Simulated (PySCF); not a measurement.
[C2H]-: core ionisation energies

Compound: C₂H (charge -1).
Numbering: `[C-:1]#[CH:2]`

Level of theory: PySCF 2.14.0, delta-SCF UKS SCAN, pcX-2 on the ionised atom, pcseg-1 elsewhere, spin-free X2C. Binding energies are ΔSCF values: E(core-ionised, relaxed orbitals) − E(ground state) at a fixed geometry, referred to the vacuum level.

Question: Give the core binding energies atom by atom.

Answer: 
```
atom(s)              bonded to  level  binding energy (eV)  above the level's lowest (eV)  count
     C1        C (triple bond)   C 1s               282.39                           0.00      1
     C2  C (triple bond) and H   C 1s               282.76                          +0.37      1
```

Lowest listed C 1s: C1, bonded to C (triple bond). Highest, 0.37 eV above it: C2, bonded to C (triple bond) and H. Summing the Pauling electronegativity differences to the bonded atoms, each weighted by its formal bond order, gives 0.00 for the lowest site and -0.35 for the highest; the largest sum, 0.00, belongs to C1, 0.37 eV below the top. The smallest sum, -0.35, belongs to C2, 0.37 eV above the lowest.

Question: Which photon energy gives electrons from C 1s of C2 a kinetic energy of 200 eV, and what is their de Broglie wavelength?

Answer: hν = 282.76 + 200 = 482.76 eV, recoil neglected; λ = 12.264 Å/√(E/eV) = 0.87 Å.

The unrestricted hole states depart most from a pure doublet (⟨S²⟩ = 0.75; over 0.85 named) for C 1s of C1 (0.90), which makes this value less certain. The species carries charge -1, so core ionisation leaves a neutral species. The basis sets have no added diffuse functions. Isolated species at its GFN2-xTB geometry, gas phase.
